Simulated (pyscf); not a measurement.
H₃C–CdH + TeH₂ -> H₃C–Cd–TeH + H₂, a four-centre exchange (singlet surface; Cd–H, H–Te broken, Cd–Te, H–H formed). Single points on ωB97X-D3(BJ)/def2-SVP structures (PySCF, gas phase). Energies in eV from the separated reactants.

Small-basis levels: PySCF, no dispersion term, spherical d functions. AM1 to PM7: differences of heats of formation from MOPAC, which are fitted to 298 K values and so differ in kind from electronic energies by zero-point and thermal terms. Cost: rough CPU time at the saddle relative to B3LYP/6-31G*+LANL2DZ, from one job on a shared machine.

| level | barrier | reaction energy | cost |
|---|---|---|---|
| SVWN5/6-31G*+LANL2DZ | -0.17 | -1.39 | 0.9 |
| PBE/6-31G*+LANL2DZ | 0.17 | -1.42 | 1 |
| B3LYP/6-31G*+LANL2DZ | 0.54 | -1.33 | 1 |
| M06-2X/6-31G*+LANL2DZ | 0.37 | -1.48 | 2 |
| B3LYP/6-311+G**+LANL2DZ | 0.59 | -1.14 | 1 |
| B3LYP/def2-SVP | 0.70 | -1.01 | 2 |
| PM3 | -0.22 | -1.72 | under 0.02 |
| PM6 | -1.65 | -7.82 | under 0.02 |
| PM7 | 1.12 | +0.28 | under 0.02 |
| ωB97M-D3(BJ)/def2-TZVP | 0.77 | -1.05 | – |

Against the last row the barrier runs from -2.42 (PM6) to +0.35 eV (PM7). At SVWN5/6-31G*+LANL2DZ, PM3, PM6 this geometry lies under one side, so the entry may be no barrier of that level: it is a single point on another level's saddle. ωB97M-D3(BJ)/def2-TZVP has limits of its own. On the reactant side the descent ends in an adduct with a Cd–Te contact (not fully relaxed), 0.27 eV under the separated species and 0.81 eV under the saddle at ωB97X-D3(BJ)/def2-TZVP. What is counted as formed (Cd–Te) is already present as a longer contact in the reactant adduct; forming that adduct is a step of its own. At ωB97X-D3(BJ)/def2-TZVP the barrier from the zero used here is 0.55 eV. This is the saddle that the search found; another between the same sides may lie lower. In the def2 sets elements past Kr carry core potentials, without spin-orbit coupling.
